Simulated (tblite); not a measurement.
# F5H7O: the cost of one run

Programs: tblite 0.8.0 and PySCF 2.14.0. All values are calculated, for the isolated system unless a continuum is named. Atoms count from 0, parts from 1.

## 1. The system as given

13 atoms, charge 0, multiplicity 1; geometry: rigid parts in contact. Parts: 1 = atoms 0–2, `O`, charge 0; 2 = atoms 3–4, `F`, charge 0; 3 = atoms 5–6, `F`, charge 0; 4 = atoms 7–8, `F`, charge 0; 5 = atoms 9–10, `F`, charge 0; 6 = atoms 11–12, `F`, charge 0.

## 2. Bringing the parts together with GFN2-xTB

What the job is given:

```
{"job": {"kind": "dock", "xc": "GFN2-xTB", "basis": "xTB"}, "charge": 0, "multiplicity": 1, "parts": [{"atoms": "0-2", "charge": 0, "multiplicity": 1}, {"atoms": "3-4", "charge": 0, "multiplicity": 1}, {"atoms": "5-6", "charge": 0, "multiplicity": 1}, {"atoms": "7-8", "charge": 0, "multiplicity": 1}, {"atoms": "9-10", "charge": 0, "multiplicity": 1}, {"atoms": "11-12", "charge": 0, "multiplicity": 1}]}
O      0.301900     0.546226     0.167635
H      0.855578     0.019399    -0.421223
H     -0.526270     0.668480    -0.320667
F      1.573412     2.582627     0.406779
H      1.006136     1.726097     0.402978
F      3.855603     2.313822    -0.507300
H      3.096914     2.582618     0.012606
F     -1.444666     0.816263    -1.976661
H     -1.149155     1.583244    -2.437188
F      2.207435     1.055892    -1.858138
H      3.072805     1.361421    -1.620204
F      0.014540     2.899040    -2.343944
H      0.798985     3.002754    -1.841562
```

With the program's defaults for keys left out, this is: GFN2-xTB search for minima from random contacts, gas phase.

The run is started by

```
> OMP_NUM_THREADS=1 python cluster_run.py task.json out
```

One launch serves the whole session: the jobs run in the order shown.

**Question.** How long does this first job take on 1 thread of AMD EPYC 9R45, shared host?

About 8.7 s.
